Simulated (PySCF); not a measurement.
**Frontier orbitals and the lowest excitations**

Species: dimethylphosphine, C2H7P.
Structure used (PBE0-D3(BJ)/def2-SVP), in Å, numbered top down from 1:
```xyz
10
C2H7P angstrom
C      1.442    0.246   -0.105
P      0.272   -0.398    1.181
C     -1.339    0.168    0.458
H      2.445   -0.172    0.069
H      1.518    1.340   -0.001
H      1.132    0.011   -1.135
H      0.213   -1.745    0.702
H     -2.170   -0.287    1.017
H     -1.449   -0.079   -0.609
H     -1.419    1.259    0.577
```

Method used: PySCF 2.14.0, density-fitted response routines, TDDFT PBE0/def2-SVPD, vertical, gas phase, core orbitals frozen in the response.

Kohn–Sham orbitals with the atoms that hold most of them (Löwdin shares over 4%, at most four atoms; ? is withheld):

```
orbital  ε (eV)                            atoms
 LUMO+2    1.77  P2 25%, H7 21%, H10 10%, H5 10%
 LUMO+1    0.84    P2 26%, C1 16%, C3 16%, H7 9%
   LUMO    0.53   P2 23%, C3 17%, C1 17%, H7 11%
   HOMO       ?                                ?
 HOMO-1   -9.46                                ?
 HOMO-2   -9.53   P2 30%, H7 23%, C1 16%, C3 15%
 HOMO-3  -11.19  C1 26%, C3 26%, H5 11%, H10 11%
```

Question: Which atoms hold the HOMO, and with what shares?

Answer: P2 (bonded to 2 C and H) 63%; C1 (bonded to P and 3 H) 11%; C3 (bonded to P and 3 H) 11%; H7 (bonded to P) 7%. By element: phosphorus 63%, carbon 23%, hydrogen 7% or more.

Question: Give the leading atoms of the HOMO-1.

Answer: C3 (bonded to P and 3 H) 27%; C1 (bonded to P and 3 H) 26%; P2 (bonded to 2 C and H) 23%; H8 (bonded to C) 8%. By element: carbon 53%, phosphorus 23%, hydrogen 8% or more.

Question: What is the HOMO energy, and the HOMO–LUMO gap?

Answer: ε(HOMO) = -6.69 eV; the gap is 7.23 eV (0.2656 hartree).

Question: The HOMO–LUMO gap is 7.23 eV. Where does the response calculation put the lowest singlet, and from which orbitals?

Answer: S1 is at 6.09 eV (f = 0.034), 1.14 eV below the gap, made of HOMO→LUMO (98%). Without the coupling terms of the response equations the lowest excitation would equal the gap.

Question: Give energy, strength and leading configuration of S1 and S2, and follow the Löwdin shares of the leading atoms from the occupied to the empty orbital.

Answer: 
- S1 (6.09 eV, f 0.034), HOMO→LUMO (98%): P2 63% → 23%, C1 11% → 17%, C3 11% → 17%
- S2 (6.38 eV, f 0.074), HOMO→LUMO+1 (98%): P2 63% → 26%, C1 11% → 16%

Löwdin shares depend on the basis, the more so with diffuse functions.
